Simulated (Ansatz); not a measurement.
## V6O13 (C2/m)

The calculation used DFT PBEsol, scalar-relativistic, plane waves, PAW (Ansatz 0.2.0).

Cutoff 420 eV; k points 10×10×4 on the computed 19-atom cell (Γ-centred); Gaussian smearing, width 0.10 eV; collinear spin from starting moments 0.46 0.46 0.72 0.72 0.41 0.41 0 0 0 0 0 0 0 0 0 0 0 0 0 μB.

The structure is relaxed at this level of theory with its symmetry kept. Whether it is the stable form of this composition wasn't checked.

```cif
data_structure
_symmetry_space_group_name_H-M 'P 1'
_symmetry_Int_Tables_number 1
_cell_length_a 6.1721
_cell_length_b 6.1721
_cell_length_c 10.0501
_cell_angle_alpha 100.236
_cell_angle_beta 100.236
_cell_angle_gamma 34.501
_cell_volume 213.07
loop_
_atom_site_label
_atom_site_type_symbol
_atom_site_fract_x
_atom_site_fract_y
_atom_site_fract_z
_atom_site_occupancy
V1 V 0.70998 0.70998 0.36257 1
V2 V 0.29002 0.29002 0.63743 1
V3 V 0.35254 0.35254 0.00351 1
V4 V 0.64746 0.64746 0.99649 1
V5 V 0.41077 0.41077 0.36419 1
V6 V 0.58923 0.58923 0.63581 1
O1 O 0.50000 0.50000 0.00000 1
O2 O 0.56450 0.56450 0.40848 1
O3 O 0.43550 0.43550 0.59152 1
O4 O 0.67695 0.67695 0.19699 1
O5 O 0.32305 0.32305 0.80301 1
O6 O 0.87956 0.87956 0.38630 1
O7 O 0.12044 0.12044 0.61370 1
O8 O 0.24584 0.24584 0.40467 1
O9 O 0.75416 0.75416 0.59533 1
O10 O 0.17946 0.17946 0.00067 1
O11 O 0.82054 0.82054 0.99933 1
O12 O 0.38549 0.38549 0.19569 1
O13 O 0.61451 0.61451 0.80431 1
```

```json
{
  "Space group": "C2/m (No. 12)",
  "Volume per atom": "11.21 Å³",
  "Formation energy from the elements' standard states (uncorrected)": "-2.418 eV/atom",
  "Kohn–Sham band gap": "none (metal)",
  "Density of states at the Fermi level": "6.46 states/eV per cell",
  "Löwdin character within 0.5 eV of the Fermi level": "V 3d 86 %, O 2p 12 %",
  "Total moment": "3.77 μB per cell",
  "Site moments (μB; atoms counted from 1 over the whole cell)": "V (atom 1) 0.42, V (atom 2) 0.42, V (atom 3) 0.65, V (atom 4) 0.65, V (atom 5) 0.37, V (atom 6) 0.37, O (atom 7) -0.09, O (atom 8) -0.05, O (atom 9) -0.05, O (atom 10) -0.05, O (atom 11) -0.05, O (atom 18) -0.05, O (atom 19) -0.05"
}
```

Moments started parallel, and an antiferromagnetic order may lie lower.

Only this magnetic start was tried.

Cost: 1 run of about 20 core-minutes, on Oxide Virtual Turin-like Processor (Zen 5) (shared hosts).